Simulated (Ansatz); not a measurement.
Frontier orbitals of `CC(C)[SiH3]`.

Z-matrix (Å, degrees):
```
C
C 1 1.526
H 1 1.093 2 112.1
H 1 1.095 2 110.9 3 120.4
H 1 1.094 2 111.1 3 -120.4
C 2 1.526 1 111.4 3 -177.7
Si 2 1.884 1 111.1 3 57.8
H 2 1.098 1 108.5 3 -58.4
H 6 1.093 2 112.1 1 177.7
H 6 1.094 2 111.1 1 -61.9
H 6 1.095 2 110.9 1 57.3
H 7 1.489 2 110.8 1 -178.1
H 7 1.490 2 109.9 1 62.2
H 7 1.489 2 110.8 1 -57.5
```

Charge 0, multiplicity 1. All single points use the PBE0-D4/def2-TZVP geometry. Basis def2-TZVPP, Ansatz 0.2.0.

```csv
functional,HOMO (eV),LUMO (eV),gap (eV)
PBE,-6.88,-0.11,6.77
revPBE,-6.85,0.00,6.85
B97M-V,-7.29,-0.02,7.27
PBE0,-8.13,0.70,8.83
r2SCANh,-7.59,0.65,8.24
BHLYP,-9.32,1.41,10.73
ωB97X-V,-10.49,2.59,13.08
ωB97M-V,-10.35,2.22,12.57
```

From PBE to PBE0 the HOMO moves by −1.24 eV and the LUMO by +0.81 eV, and with ωB97M-V by −3.46 and +2.34 eV, so the gap grows from 6.77 to 12.57 eV with exact exchange. A positive LUMO is unbound and depends on the basis.
